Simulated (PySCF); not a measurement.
PySCF input (B3PW91/6-31G* (5d)):

```python
from pyscf import gto, dft

mol = gto.M(
    atom='''
    C    -0.97165697   -0.65156654   -0.00520927
    C     0.00620844    0.49447777    0.00506174
    H    -0.45337239   -1.61395950   -0.01586483
    H    -1.61078508   -0.57064172    0.87489567
    H    -1.61344761   -0.55262858   -0.88152790
    O     1.18378704    0.45997030    0.00292278
    ''',
    basis='6-31g*',
    charge=0,
    spin=1,
    verbose=4,
)

mf = dft.UKS(mol, xc='b3pw91')
mf.grids.level = 3
mf.conv_tol = 1e-9
mf.max_cycle = 100
mf.max_memory = 1500
mf.kernel()
if not mf.converged:
    mf = mf.newton()
    mf.kernel(mf.make_rdm1())
mo, _, stable, _ = mf.stability(return_status=True)
if not stable:
    mf.kernel(mf.make_rdm1(mo, mf.mo_occ))
    stable = mf.stability(return_status=True)[2]
mf.dip_moment()
```

From the last part of the output:

```
  HOMO = -0.189578691289  LUMO = -0.0457151303959  gap/eV = 3.91473
cycle= 6 E= -153.116485527582  delta_E= -2.25e-05  |g|= 0.0018  |ddm|= 0.00817
  alpha nocc = 12  HOMO = -0.190154651014534  LUMO = 0.00052613807005919
  beta  nocc = 11  HOMO = -0.350699885010402  LUMO = -0.046009063571506
  HOMO = -0.190154651015  LUMO = -0.0460090635715  gap/eV = 3.92240
cycle= 7 E= -153.116487465251  delta_E= -1.94e-06  |g|= 0.000334  |ddm|= 0.00333
  alpha nocc = 12  HOMO = -0.190188895248848  LUMO = 0.000585414601831591
  beta  nocc = 11  HOMO = -0.350625604074488  LUMO = -0.0459388917521273
  HOMO = -0.190188895249  LUMO = -0.0459388917521  gap/eV = 3.92524
cycle= 8 E= -153.116487596269  delta_E= -1.31e-07  |g|= 0.000131  |ddm|= 0.000754
  alpha nocc = 12  HOMO = -0.190202966412198  LUMO = 0.000587205545073743
  beta  nocc = 11  HOMO = -0.350626451661487  LUMO = -0.0459396525271814
  HOMO = -0.190202966412  LUMO = -0.0459396525272  gap/eV = 3.92560
cycle= 9 E= -153.11648761952  delta_E= -2.33e-08  |g|= 5.41e-05  |ddm|= 0.000229
  alpha nocc = 12  HOMO = -0.190199826641301  LUMO = 0.000598318069702675
  beta  nocc = 11  HOMO = -0.350623707994623  LUMO = -0.045933962978312
  HOMO = -0.190199826641  LUMO = -0.0459339629783  gap/eV = 3.92567
cycle= 10 E= -153.116487626775  delta_E= -7.25e-09  |g|= 1.68e-05  |ddm|= 0.000171
  alpha nocc = 12  HOMO = -0.190201900619327  LUMO = 0.000598193461137431
  beta  nocc = 11  HOMO = -0.350627626240503  LUMO = -0.0459347186634145
  HOMO = -0.190201900619  LUMO = -0.0459347186634  gap/eV = 3.92571
cycle= 11 E= -153.11648762737  delta_E= -5.96e-10  |g|= 1.28e-05  |ddm|= 4.26e-05
  alpha nocc = 12  HOMO = -0.190200039265199  LUMO = 0.000599844487104484
  beta  nocc = 11  HOMO = -0.350624376229976  LUMO = -0.0459334721033109
  HOMO = -0.190200039265  LUMO = -0.0459334721033  gap/eV = 3.92569
Extra cycle  E= -153.116487627249  delta_E= 1.21e-10  |g|= 2.54e-05  |ddm|= 2.71e-05
converged SCF energy = -153.116487627249  <S^2> = 0.75234514  2S+1 = 2.0023438
uhf_internal: lowest eigs of H = [0.17322519 0.35656077 0.42367735]
<class 'pyscf.dft.uks.UKS'> wavefunction is stable in the internal stability analysis
Dipole moment(X, Y, Z, Debye): -2.07843, -1.26996, -0.00987
```

The geometry given is a B3LYP-D3(BJ)/def2-TZVP minimum.
